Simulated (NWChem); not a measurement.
The numbers come from NWChem runs, not from measurements. System: H₄Si, charge 0, spin multiplicity 1, at a geometry optimised with PBE/def2-SVP. The structure started from a generated list of species. Level: G0W0@PBE0/def2-QZVP, RI basis def2-qzvp-rifit.

The NWChem input:

```
start mol
memory heap 200 mb stack 700 mb global 1700 mb
geometry units angstroms nocenter noautoz
  Si     0.000000     0.000000     0.000000
  H      1.227272     0.000000    -0.867828
  H     -1.227272     0.000000    -0.867828
  H      0.000000     1.227272     0.867828
  H      0.000000    -1.227272     0.867828
  symmetry group C2v
end
basis spherical
  * library def2-qzvp
end
basis "ri basis" bse spherical
  * library def2-qzvp-rifit
end
dft
  xc pbe0
  iterations 100
  direct
  tolerances tight
end
task dft energy
gw
  method cdgw
  states alpha occ 4 vir 2
end
task dft gw
```

Part of the output:

```
             Northwest Computational Chemistry Package (NWChem) 7.3.0
             --------------------------------------------------------

                                NWChem Input Module
                                -------------------

 Scaling coordinates for geometry "geometry" by  1.889725989
 (inverse scale =  0.529177249)

 Turning off AUTOSYM since
 SYMMETRY directive was detected!

                             Geometry "geometry" -> ""
                             -------------------------

 Output coordinates in angstroms (scale by  1.889725989 to convert to a.u.)

  No.       Tag          Charge          X              Y              Z
 ---- ---------------- ---------- -------------- -------------- --------------
    1 Si                  14.0000     0.00000000     0.00000000     0.00000000
    2 H                    1.0000     1.22727200     0.00000000    -0.86782800
    3 H                    1.0000    -1.22727200     0.00000000    -0.86782800
    4 H                    1.0000     0.00000000     1.22727200     0.86782800
    5 H                    1.0000     0.00000000    -1.22727200     0.86782800

 Effective nuclear repulsion energy (a.u.)      21.0086891927

            Nuclear Dipole moment (a.u.)
            ----------------------------
        X                 Y               Z
 ---------------- ---------------- ----------------
     0.0000000000     0.0000000000     0.0000000000

      Symmetry information
      --------------------

 Group name             C2v
 Group number             16
 Group order               4
 No. of unique centers     3

      Symmetry unique atoms

     1    2    4


 Summary of "ao basis" -> "" (spherical)
 ------------------------------------------------------------------------------
       Tag                 Description            Shells   Functions and Types
 ---------------- ------------------------------  ------  ---------------------
 *                         def2-qzvp                  on all atoms

 new library libraries.bse/

 Summary of "ri basis" -> "" (spherical)
 ------------------------------------------------------------------------------
       Tag                 Description            Shells   Functions and Types
 ---------------- ------------------------------  ------  ---------------------
 *                      def2-qzvp-rifit               on all atoms

                                 NWChem DFT Module
                                 -----------------

 Summary of "ao basis" -> "ao basis" (spherical)
 ------------------------------------------------------------------------------
       Tag                 Description            Shells   Functions and Types
 ---------------- ------------------------------  ------  ---------------------
 Si                        def2-qzvp                22       70   9s6p4d2f1g
 H                         def2-qzvp                10       30   4s3p2d1f

 Summary of "ao basis" -> "ao basis" (spherical)
 ------------------------------------------------------------------------------
       Tag                 Description            Shells   Functions and Types
 ---------------- ------------------------------  ------  ---------------------
 Si                        def2-qzvp                22       70   9s6p4d2f1g
 H                         def2-qzvp                10       30   4s3p2d1f

      Symmetry analysis of basis
      --------------------------

        a1         70
        a2         28
        b1         46
        b2         46
[...]
              MO Center= -2.8D-17,  7.0D-14,  5.9D-01, r^2= 2.1D+00
   Bfn.  Coefficient  Atom+Function         Bfn.  Coefficient  Atom+Function
  ----- ------------  ---------------      ----- ------------  ---------------
    20      0.239998  1 Si py               133      0.212781  4 H  s
   163     -0.212781  5 H  s                 23      0.200995  1 Si py
    11     -0.162790  1 Si py               132      0.154243  4 H  s
   162     -0.154243  5 H  s                134      0.087426  4 H  s
   164     -0.087426  5 H  s                131      0.079671  4 H  s

 Vector   10  Occ=0.000000D+00  E= 3.020753D-02  Symmetry=b2
              MO Center= -5.3D-19, -1.7D-17, -5.4D-01, r^2= 5.3D+00
   Bfn.  Coefficient  Atom+Function         Bfn.  Coefficient  Atom+Function
  ----- ------------  ---------------      ----- ------------  ---------------
    26      1.530789  1 Si py               134     -1.267189  4 H  s
   164      1.267189  5 H  s                 39     -0.180395  1 Si d -1
    23      0.147576  1 Si py               132     -0.103295  4 H  s
   162      0.103295  5 H  s                 20      0.085255  1 Si py
    11     -0.082807  1 Si py               133      0.061595  4 H  s

 Vector   11  Occ=0.000000D+00  E= 3.020753D-02  Symmetry=b1
              MO Center= -3.8D-16,  6.0D-18,  5.4D-01, r^2= 5.3D+00
   Bfn.  Coefficient  Atom+Function         Bfn.  Coefficient  Atom+Function
  ----- ------------  ---------------      ----- ------------  ---------------
    25      1.530789  1 Si px                74     -1.267189  2 H  s
   104      1.267189  3 H  s                 41     -0.180395  1 Si d  1
    22      0.147576  1 Si px                72     -0.103295  2 H  s
   102      0.103295  3 H  s                 19      0.085255  1 Si px
    10     -0.082807  1 Si px                73      0.061595  2 H  s

 Vector   12  Occ=0.000000D+00  E= 3.021035D-02  Symmetry=a1
              MO Center= -5.2D-16,  7.1D-17, -1.8D-09, r^2= 5.5D+00
   Bfn.  Coefficient  Atom+Function         Bfn.  Coefficient  Atom+Function
  ----- ------------  ---------------      ----- ------------  ---------------
    27      1.530867  1 Si pz                74      0.896077  2 H  s
   104      0.896077  3 H  s                134     -0.896077  4 H  s
   164     -0.896077  5 H  s                 42      0.180392  1 Si d  2
    24      0.147576  1 Si pz                21      0.085251  1 Si pz
    12     -0.082803  1 Si pz                72      0.073040  2 H  s

 center of mass
 --------------
 x =   0.00000000 y =   0.00000000 z =   0.00000000

 moments of inertia (a.u.)
 ------------------
          21.683644189977           0.000000000000           0.000000000000
           0.000000000000          21.683644189977           0.000000000000
           0.000000000000           0.000000000000          21.683253242821

     Multipole analysis of the density
     ---------------------------------

     L   x y z        total         alpha         beta         nuclear
     -   - - -        -----         -----         ----         -------
     0   0 0 0      0.000000     -9.000000     -9.000000     18.000000

     1   1 0 0     -0.000000     -0.000000     -0.000000      0.000000
     1   0 1 0      0.000000      0.000000      0.000000      0.000000
     1   0 0 1     -0.000000     -0.000000     -0.000000      0.000000

     2   2 0 0    -12.332834    -11.545142    -11.545142     10.757450
     2   1 1 0      0.000000      0.000000      0.000000      0.000000
     2   1 0 1      0.000000      0.000000      0.000000      0.000000
     2   0 2 0    -12.332834    -11.545142    -11.545142     10.757450
     2   0 1 1      0.000000      0.000000      0.000000      0.000000
     2   0 0 2    -12.332833    -11.545335    -11.545335     10.757837

 Task  times  cpu:       25.6s     wall:       25.6s

                                NWChem Input Module
                                -------------------

                                 NWChem GW Module
                                 ----------------

                             ***********************
                             ***        GW       ***
                             ***********************

 Summary of "ri basis" -> "ri basis" (spherical)
 ------------------------------------------------------------------------------
       Tag                 Description            Shells   Functions and Types
 ---------------- ------------------------------  ------  ---------------------
 Si                     def2-qzvp-rifit             41      167   12s10p9d6f3g1h
 H                      def2-qzvp-rifit             16       56   6s4p3d2f1g

                 Memory Information
                 ------------------
          Available GA per process is          1699.7 MBs
          Available stack per process is        700.0 MBs
          Available heap per process is           0.0 MBs

          Peak memory in Initialization
              Peak GA per process is                  7.9 MBs
              Peak stack per process is               0.5 MBs
              Peak heap per process is                8.2 MBs
              Memory not in MA per process            0.0 MBs

          Peak memory in CDGW Calculation
              Peak GA per process is                 10.2 MBs
              Peak stack per process is               2.3 MBs
              Peak heap per process is                3.3 MBs
              Memory not in MA per process            0.0 MBs

          Computing 2-center integrals
          Computing Inverse Cholesky factor
          Computing 3-center integrals
          Computing Vxc

          Computing Sigma_x
          Computing W(iw) on the imaginary grid
          Solving quasiparticle equations

                  Alpha Orbitals
          State     Energy (eV)     Error (eV)
          -----------------------------------
@GW         6        -17.534           0.002
@GW         7        -12.619           0.002
@GW         8        -12.618           0.002
@GW         9        -12.618           0.002
@GW        10          2.518           0.004
@GW        11          2.519           0.003

     GW Timing Statistics
   ------------------------
   Init.   :          0.2s
     ERIs  :          2.6s
     Distr.:          0.0s
     Vxc   :          3.1s
   Vmo     :          0.0s
   iW      :          3.1s
   I_n     :          0.0s
   R_n     :          0.2s
   GW total:          9.2s

 Task  times  cpu:        9.2s     wall:        9.2s

 Total times  cpu:       34.8s     wall:       34.8s
```
